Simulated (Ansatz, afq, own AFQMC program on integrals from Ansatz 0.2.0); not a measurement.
## Ge, triplet in cc-pVDZ, levels against full CI

A free Ge atom.

Basis cc-pVDZ. Only valence electrons are correlated. AFQMC by an in-house program on the Cholesky factors that Ansatz 0.2.0 writes for its CCSD(T) run. ph-AFQMC/CISD is guided by a CISD state made of CCSD amplitudes; releasing the constraint for a short imaginary time cuts its bias at the price of noise, slowly where states lie close. Free AFQMC starts from the CCSD state and is never constrained. Its projection time is finite, and what remains of the start isn't in its error. ± is one standard error of the sampling. No spin–orbit coupling.

Determinant: UHF, the one that the program's search chose, which needn't be the lowest solution.

Full CI on the same integrals is exact in this basis and with this determinant's frozen core.

Cautions: no relativity below Rb; no spin-orbit coupling; inner d shell frozen.

* T1 diagnostic: 0.0078
* weight of the determinant in the CISD state: 0.948
* ⟨S²⟩ of the determinant: 2.009
* size of the correlated space: 4 electrons in 13 orbitals

Reference: full CI, correlation energy -1.559 eV. The released energy is read at 1.50 1/Eh (meV from the phaseless value at times in 1/Eh: -0.6 ± 0.4 at 0.24, -1.2 ± 0.4 at 0.50, -1.5 ± 0.7 at 1.00, -2.45 ± 0.22 at 1.50).

```json
{"level": "HF", "E − E(reference) (kJ/mol)": "150.4", "share of correlation (%)": "0.00"}
{"level": "MP2", "E − E(reference) (kJ/mol)": "45.0", "share of correlation (%)": "70.10"}
{"level": "CCSD", "E − E(reference) (kJ/mol)": "2.7", "share of correlation (%)": "98.23"}
{"level": "CCSD(T)", "E − E(reference) (kJ/mol)": "0.8", "share of correlation (%)": "99.47"}
{"level": "CCSDT", "E − E(reference) (kJ/mol)": "0.1", "share of correlation (%)": "99.94"}
{"level": "CCSDT(Q)", "E − E(reference) (kJ/mol)": "0.0", "share of correlation (%)": "99.98"}
{"level": "ph-AFQMC/HF", "E − E(reference) (kJ/mol)": "2.7 ± 0.9", "share of correlation (%)": "98.23"}
{"level": "ph-AFQMC/CISD", "E − E(reference) (kJ/mol)": "0.3 ± 0.05", "share of correlation (%)": "99.83"}
{"level": "released AFQMC", "E − E(reference) (kJ/mol)": "0.0 ± 0.02", "share of correlation (%)": "99.98"}
{"level": "free AFQMC", "E − E(reference) (kJ/mol)": "0.0 ± 0.02", "share of correlation (%)": "100.02"}
```

CCSDT and higher add their correlation energy to the determinant of the CCSD(T) run, since their own runs factorise the integrals more tightly (a shift of under 2 meV). Free projections are given only where their last times agree within the noise and don't stop above the reference; a slow remainder of the start can still hide under it. A walk keeps the symmetry of its determinant, which the program's search chose and which needn't be the lowest solution, so a lower state of the same spin and another symmetry isn't excluded. Released energies are given only where the last usable release times agree within the noise; a slower fall can still hide under it.
